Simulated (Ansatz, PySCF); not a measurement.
Species: C2H6N, charge 0, multiplicity 2. It need not be the lowest isomer of its formula. 
Coordinates optimised at B3LYP-D3(BJ)/def2-TZVP (Ansatz, a first-principles code):
```
N
H 1 1.0087
C 1 1.3821 2 114.76
H 3 1.0801 1 117.00 2 33.44
H 3 1.0812 4 119.04 1 -149.23
C 1 1.4488 2 114.11 3 -142.72
H 6 1.0899 1 109.72 2 -45.31
H 6 1.0918 7 108.03 1 118.94
H 6 1.0982 7 108.88 8 116.98
```
Charge 0, spin multiplicity 2.

Total electronic energies in hartree. Correlated levels leave the core frozen unless marked. Open shells are spin-unrestricted. Spin-orbit coupling is left out. No relativistic terms. CBS marks a two-point X^-3 extrapolation of the correlation energy; Hartree-Fock from the larger set. [CCSD(T)-MP2]/basis is that difference in the basis named.

```
level                                                     program  energy (Eh)
-------------------------------------------------  --------------  -----------
HF/cc-pVQZ                                                 Ansatz   -133.67944
HF-D4/def2-TZVPD                                    PySCF + dftd4   -133.68967
BLYP-D3(BJ)/def2-TZVPD                             Ansatz + dftd3   -134.50590
r2SCAN-D3(BJ)/def2-TZVPD                           Ansatz + dftd3   -134.47819
MN15/def2-TZVPD                                             PySCF   -134.38300
HSE06-D3(BJ)/def2-TZVPD                            Ansatz + dftd3   -134.39068
CCSD/aug-cc-pVDZ                                           Ansatz   -134.13902
CCSD(T)/aug-cc-pVDZ                                        Ansatz   -134.15488
RI-MP2/CBS(cc-pVTZ,cc-pVQZ)+[CCSD(T)-MP2]/cc-pVTZ          Ansatz    -134.3404
```

Totals of different functionals don't rank their quality; only differences between species are comparable.
